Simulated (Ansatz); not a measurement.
SiH3(NHMe) (CH₇NSi), relaxed as a singlet with RKS PBE0-D4/def2-TZVP in Ansatz, starting from the GFN2-xTB geometry. Force threshold 0.02 eV/Å.

Start:

Cartesian coordinates in Å:
```
Si -0.491 1.331 0.109
H -0.939 1.928 1.363
H 0.625 2.085 -0.480
H -1.572 1.285 -0.886
N 0.003 -0.248 0.545
C 0.505 -1.255 -0.353
H -0.050 -0.567 1.498
H -0.142 -2.138 -0.366
H 0.546 -0.847 -1.360
H 1.514 -1.574 -0.071
```

Task: Estimate the energy that the relaxation releases and the steps that it takes.

Result: 0.9 kcal/mol, in 5 steps; 5 s on 4 threads of Arm Neoverse V2 on a shared host. No frequencies were taken in this run, so the end may be a saddle point.

Task: Does the start keep its bonding?

Result: By distances, no bond broke or formed. The bond that changes most is Si1–H2, from 1.46 to 1.49 Å (atoms count from 1).

Task: Predict the relaxed structure.

Result: 
| atom | x (Å) | y (Å) | z (Å) |
| --- | --- | --- | --- |
| Si1 | -0.485 | 1.310 | 0.120 |
| H2 | -0.950 | 1.977 | 1.364 |
| H3 | 0.623 | 2.107 | -0.485 |
| H4 | -1.588 | 1.308 | -0.885 |
| N5 | 0.003 | -0.267 | 0.558 |
| C6 | 0.510 | -1.269 | -0.349 |
| H7 | -0.063 | -0.557 | 1.518 |
| H8 | -0.128 | -2.159 | -0.389 |
| H9 | 0.553 | -0.862 | -1.362 |
| H10 | 1.526 | -1.589 | -0.091 |
Bond lengths: 1 × N–Si 1.71 Å; 1 × C–N 1.44 Å; 3 × H–Si 1.49 Å; 3 × C–H 1.09 to 1.10 Å; 1 × H–N 1.00 Å.
